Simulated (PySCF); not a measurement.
Computed spin Hamiltonian

Species: C3H4O2 (charge +1 and doublet state).
Z-matrix (Å and degrees, GFN2-xTB geometry), rows numbered from 1:
```
O 
C   1  1.1680
C   2  1.5299  1  126.73
C   3  1.4940  2  116.79  1   139.80
O   3  1.3519  2  119.65  1  -153.71
H   2  1.1194  1  123.96  3   177.53
H   3  1.0945  2  111.41  1   -11.35
H   4  1.0879  3  120.59  5   103.22
H   4  1.0902  3  119.00  5  -103.66
```

The hyperfine couplings belong to this conformer and change with its torsions.

The species is `[O+]=C[C@H]1CO1` [radical] (charge +1).

The calculation used UKS B3LYP, pcH-1 on C H O, non-relativistic, mean-field spin-orbit, GIAO (PySCF). Geometry: GFN2-xTB, one conformer, isolated ion. A GFN2-xTB geometry isn't a minimum of the functional, and hyperfine couplings can be far from their values at a DFT geometry, by a factor of two or more for some ions and for spin on atoms past the first row. The SCF solution wasn't tested for stability.

* g1, g2, g3: 2.00227, 2.00265, 2.00792
* g_iso: 2.00428
* Form of g: close to axial: the two nearest values differ by 7 % of g3 − g1
* ⟨S²⟩: 0.7561 (exact 0.7500)
* α and β electrons: 19, 18
* HOMO–LUMO gap, α and β orbitals: 6.64, 2.41 eV
* Basis functions: 165

Isotropic coupling and dipolar principal values T1 to T3, in MHz:

| atom | isotope | a_iso | T1 | T2 | T3 | Mulliken spin population |
| --- | --- | --- | --- | --- | --- | --- |
| O1 | 17O | -28.4 | -150.0 | 67.8 | 82.2 | 0.49 |
| C2 | 13C | -58.5 | -17.7 | -1.0 | 18.6 | -0.04 |
| C3 | 13C | 16.5 | -18.0 | -14.8 | 32.8 | 0.10 |
| C4 | 13C | -5.7 | -4.0 | -0.6 | 4.6 | 0.01 |
| O5 | 17O | -19.9 | -86.6 | 42.0 | 44.6 | 0.25 |
| H6 | 1H | 316.5 | -8.0 | -2.9 | 10.9 | 0.14 |
| H7 | 1H | 90.6 | -8.2 | -1.5 | 9.7 | 0.04 |
| H8 | 1H | 8.3 | -4.1 | -2.4 | 6.5 | 0.00 |
| H9 | 1H | 23.1 | -4.3 | -0.9 | 5.1 | 0.01 |

Largest spin populations (Mulliken): O1 (+0.49), O5 (+0.25), H6 (+0.14) and C3 (+0.10).

The SMILES `[O+]=C[C@H]1CO1` draws the unpaired electron on O1, whose computed spin population is only +0.49.

Axes: g3 points within 8° of the C4–O5 bond.

Under fast tumbling the dipolar parts average out, and these isotropic splittings remain: 1 × 1H (H6, I = 1/2, 2 lines) with 11.28 mT, 1 × 1H (H7, I = 1/2, 2 lines) with 3.23 mT, 1 × 1H (H9, I = 1/2, 2 lines) with 0.82 mT and 1 × 1H (H8, I = 1/2, 2 lines) with 0.29 mT.

The 13C coupling of C2 (-58.5 MHz) shows only in satellite lines or after enrichment, since that isotope makes up about 1.07 % of natural carbon.

The 17O coupling of O1 (-28.4 MHz) shows only in satellite lines or after enrichment, since that isotope makes up about 0.038 % of natural oxygen.

The run took 27 s wall (grids of density and orbitals included) on one thread, Arm Neoverse N1 (aarch64), shared host with 48 logical CPUs at a one-minute load of 30, and the process peaked at 0.58 GiB of memory.
